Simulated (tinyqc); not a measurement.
Worked calculation: extended Hueckel theory, for H2S+. The parameters take no account of the charge, which enters only through the electron count. One step of it, computed by the program tinyqc.

Task: Orbitals. Solve H C = S C e through S^(-1/2); fill by pairs from the bottom, a degenerate level sharing its electrons equally; each orbital has its largest coefficient positive (the first on a tie).

H (eV), order 1S 3s, 1S 3px, 1S 3py, 1S 3pz, 2H 1s, 3H 1s:
```
[[-20.000000, 0.000000, 0.000000, 0.000000, -12.590674, -11.162636],
 [0.000000, -13.300000, 0.000000, 0.000000, 0.000000, 0.000000],
 [0.000000, 0.000000, -13.300000, 0.000000, -8.993888, 8.383520],
 [0.000000, 0.000000, 0.000000, -13.300000, -8.175376, -7.622919],
 [-12.590674, 0.000000, -8.993888, -8.175376, -13.600000, -2.813985],
 [-11.162636, 0.000000, 8.383520, -7.622919, -2.813985, -13.600000]]
```

overlap S, order 1S 3s, 1S 3px, 1S 3py, 1S 3pz, 2H 1s, 3H 1s:
```
[[1.000000, 0.000000, 0.000000, 0.000000, 0.419788, 0.372175],
 [0.000000, 1.000000, 0.000000, 0.000000, 0.000000, 0.000000],
 [0.000000, 0.000000, 1.000000, 0.000000, 0.382082, -0.356152],
 [0.000000, 0.000000, 0.000000, 1.000000, 0.347309, 0.323840],
 [0.419788, 0.000000, 0.382082, 0.347309, 1.000000, 0.118235],
 [0.372175, 0.000000, -0.356152, 0.323840, 0.118235, 1.000000]]
```

valence electrons = 7

Give: orbital energies; occupations; coefficients; sum of one-electron energies.

Result:

orbital energies (eV): [-22.244, -16.633, -14.612, -13.300, 0.342, 10.795]

occupations: [2.000, 2.000, 2.000, 1.000, 0.000, 0.000]

coefficients, order 1S 3s, 1S 3px, 1S 3py, 1S 3pz, 2H 1s, 3H 1s:
```
[[0.726, -0.015, -0.407, 0.000, -0.159, -0.911],
 [0.000, 0.000, 0.000, 1.000, 0.000, 0.000],
 [0.003, 0.606, 0.017, 0.000, 1.005, -0.276],
 [0.026, -0.007, 0.823, 0.000, -0.181, -0.825],
 [0.280, 0.378, 0.178, 0.000, -0.602, 1.087],
 [0.249, -0.416, 0.183, 0.000, 0.966, 0.623]]
```

sum of one-electron energies = -120.279 eV
